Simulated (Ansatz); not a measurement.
# CHB (triplet): PBE-QIDH, RPA-PBE over a scan of the distance B1–C2, 6-31G

Aim: run CHB (triplet) with these functionals over a scan of the distance B1–C2, and hold them against the top wave-function level at the same points.

Method: 6-31G, all electrons in the functionals, frozen cores in the correlation of double hybrids and RPA; program: Ansatz 0.2.0, Gaussian basis.

To be run: PBE-QIDH, RPA-PBE, at 1.079 Å; 1.189 Å; 1.353 Å; 1.504 Å; 1.621 Å; 1.824 Å; 2.171 Å; 2.483 Å; 2.926 Å; 3.626 Å; 4.569 Å.

25 further runs of the same task are left out: 2 for a mislabelled method, 1 for a known fault of the program, 18 that didn't finish, 4 set aside as unsound or not needed.

### 1 The geometry

The geometry derives from a PBE0/def2-TZVP stationary point (not a proven minimum). One bond is set to the value named and the two fragments are kept rigid.

3 atoms, charge 0, spin multiplicity 3.

Atoms are counted from 1 here; the program's logs count them from 0.

Bond lengths: B1–C2 1.353 Å, C2–H3 1.071 Å. Angles: B1–C2–H3 180.0°.

No dispersion term is added.

The geometry shown and the zero of energy belong to the point 1.353 Å. The yardstick, FCI, and other wave-function levels (R restricted, U unrestricted, valence and pair active spaces) come from earlier runs.

### 2 PBE-QIDH, 1.079 Å

Input file in.yaml:

```yaml
crystal:
  periodic: [false, false, false]
  atoms:
    - {symbol: B, position_ang: [0.000000, 0.000000, 1.076267]}
    - {symbol: C, position_ang: [0.000000, 0.000000, -0.002733]}
    - {symbol: H, position_ang: [0.000000, 0.000000, -1.073535]}
basis:
  gaussian: {orbitals: 6-31G}
magnetization: {spin_polarized: true, initial_magnetization: 2}
hamiltonian: {xc: {name: PBE-QIDH}}
correlation: {electrons: outside_noble_gas}
```

Started as:

```
> ansatz run in.yaml --threads 1 --pin off --events-out ev --progress --plain --max-ram 2393MiB
```

After this run come: PBE-QIDH, 1.189 Å; PBE-QIDH, 1.353 Å; PBE-QIDH, 1.504 Å; PBE-QIDH, 1.621 Å; PBE-QIDH, 1.824 Å; PBE-QIDH, 2.171 Å; PBE-QIDH, 2.483 Å; PBE-QIDH, 2.926 Å; PBE-QIDH, 3.626 Å; PBE-QIDH, 4.569 Å; RPA-PBE, 1.079 Å; RPA-PBE, 1.189 Å; RPA-PBE, 1.353 Å; RPA-PBE, 1.504 Å; RPA-PBE, 1.621 Å; RPA-PBE, 1.824 Å; RPA-PBE, 2.171 Å; RPA-PBE, 2.483 Å; RPA-PBE, 2.926 Å; RPA-PBE, 3.626 Å; RPA-PBE, 4.569 Å.

**Question.** What will the summary of the whole plan be? Wanted: span of the FCI curve; largest miss, PBE-QIDH; largest miss, RPA-PBE.

The runs gave:

| quantity | value |
| --- | --- |
| span of the FCI curve | 5.112 eV |
| largest miss, PBE-QIDH | +0.814 eV (2.483 Å) |
| largest miss, RPA-PBE | -1.014 eV (4.569 Å) |

**Reading.** Of the functionals, PBE-QIDH keep the smallest largest miss at the points compared (at most 0.814 eV) and RPA-PBE strays most (1.014 eV, at 4.569 Å). PBE-QIDH clearly breaks the spin symmetry at some points (⟨S²⟩ up to 1.00 above the pure value), so energy there is bought with a mixed spin. Functionals and the yardstick converge differently with the basis, so part of each miss in 6-31G is the basis.
